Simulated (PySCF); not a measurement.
Na2, charge +1, doublet, at a GFN2-xTB geometry (such geometries of metal compounds can be far from the true shape) (a state made from the parent by changing its charge; the spin is typed, not shown lowest); PySCF with B3LYP/STO-3G.

Input for PySCF:
```python
from pyscf import gto, scf, dft

mol = gto.Mole()
mol.atom = '''
    Na   -0.00000000   -0.00000000   -1.65064203
    Na    0.00000000    0.00000000    1.65064203
'''
mol.basis = 'sto-3g'
mol.charge = 1
mol.spin = 1
mol.verbose = 4
mol.build()

mf = dft.UKS(mol)
mf.xc = 'b3lyp'
mf.kernel()
```

What the program printed (banner, timings and long lists left out):

```
PySCF version 2.14.0

[INPUT] verbose = 4
[INPUT] num. atoms = 2
[INPUT] num. electrons = 21
[INPUT] charge = 1
[INPUT] spin (= nelec alpha-beta = 2S) = 1
[INPUT] symmetry False subgroup None
[INPUT] Mole.unit = angstrom
[INPUT] Symbol           X                Y                Z      unit          X                Y                Z       unit  Magmom
[INPUT]  1 Na     0.000000000000   0.000000000000  -1.650642030000 AA    0.000000000000   0.000000000000  -3.119261366396 Bohr   0.0
[INPUT]  2 Na     0.000000000000   0.000000000000   1.650642030000 AA    0.000000000000   0.000000000000   3.119261366396 Bohr   0.0

nuclear repulsion = 19.39561738935
number of shells = 10
number of NR pGTOs = 54
number of NR cGTOs = 18
basis = sto-3g
ecp = {}

******** <class 'pyscf.dft.uks.UKS'> ********
method = UKS
initial guess = minao
damping factor = 0
level_shift factor = 0
DIIS = <class 'pyscf.scf.diis.CDIIS'>
diis_start_cycle = 1
diis_space = 8
diis_damp = 0
SCF conv_tol = 1e-09
SCF conv_tol_grad = None
SCF max_cycles = 50
direct_scf = True
direct_scf_tol = 1e-13
number electrons alpha = 11  beta = 10
XC library pyscf.dft.libxc version 7.1.2
    S. Lehtola, C. Steigemann, M. J. T. Oliveira, and M. A. L. Marques,  SoftwareX 7, 1–5 (2018)
XC functionals = b3lyp
    P. J. Stephens, F. J. Devlin, C. F. Chabalowski, and M. J. Frisch,  J. Phys. Chem. 98, 11623 (1994)
radial grids:
    Treutler-Ahlrichs [JCP 102, 346 (1995); DOI:10.1063/1.469408] (M4) radial grids

becke partition: Becke, JCP 88, 2547 (1988); DOI:10.1063/1.454033
pruning grids: <function nwchem_prune>
grids dens level: 3
symmetrized grids: False
atomic radii adjust function: <function treutler_atomic_radii_adjust>
small_rho_cutoff = 0
Set gradient conv threshold to 3.16228e-05
tot grids = 36200
init E= -320.124918889948

cycle= 1 E= -320.29881314087  delta_E= -0.174  |g|= 0.161  |ddm|= 1.26
cycle= 2 E= -320.304284086315  delta_E= -0.00547  |g|= 0.102  |ddm|= 0.174
cycle= 3 E= -320.308111706722  delta_E= -0.00383  |g|= 0.000664  |ddm|= 0.0688
cycle= 4 E= -320.308111993642  delta_E= -2.87e-07  |g|= 4.99e-05  |ddm|= 0.00076
cycle= 5 E= -320.308111995275  delta_E= -1.63e-09  |g|= 1.19e-06  |ddm|= 6.14e-05
cycle= 6 E= -320.308111995275  delta_E= -6.25e-13  |g|= 5.09e-08  |ddm|= 1.62e-06
Extra cycle  E= -320.308111995275  delta_E= -1.71e-13  |g|= 6.28e-09  |ddm|= 9.47e-08
converged SCF energy = -320.308111995275  <S^2> = 0.75004079  2S+1 = 2.0000408
```
